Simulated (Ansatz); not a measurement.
Isolated molecules relaxed with PBE0-D4/def2-TZVP in Ansatz; ΔE leaves out vibrations. CCSD(T)/CBS adds triple-zeta CCSD(T) − MP2 to the extrapolated MP2 energy (def2 sets, frozen cores). This one scheme is used for every species, atoms too. Functionals use def2-TZVPP. No spin–orbit coupling; open shells (•) take unrestricted orbitals.

`CC(C)C` + H• → `C[C](C)C`• + H₂  (hydrogen abstraction from a C–H bond)

| species | r2SCANh-D4 energy (Eh) |
| --- | --- |
| `CC(C)C` | -158.40546 |
| H• | -0.49990 |
| `C[C](C)C`• | -157.75061 |
| H₂ | -1.17099 |

Task: Work out ΔE.

Result: ΔE = (-157.75061) + (-1.17099) − (-158.40546) − (-0.49990) = -0.01624 Eh = -0.44 eV. CCSD(T)/CBS gives -0.22 eV.

Task: What do rigid-rotor, harmonic-oscillator terms from PBE0-D4/def2-TZVP frequencies (298.15 K, 1 bar) make of the CCSD(T)/CBS value? (Estimate.)

Result: The calculation gave: ΔZPE = -0.13 eV, ΔH = -0.31 eV, ΔS = 37 J/(mol·K), ΔG = -0.42 eV. Open shells count their whole term as degenerate.

Largest T1 diagnostic among the species: 0.011.

At CCSD(T), def2-SVP lies +0.10 eV from the extrapolated value and def2-TZVPP +0.01 eV. Leaving LDA and LC-ωPBE aside and taking each functional with its dispersion term where it has one, the values, not all of them listed here, spread over 0.33 eV, from BLYP-D4 to PBE-QIDH. LDA lies +0.13 eV from PBE without D4.
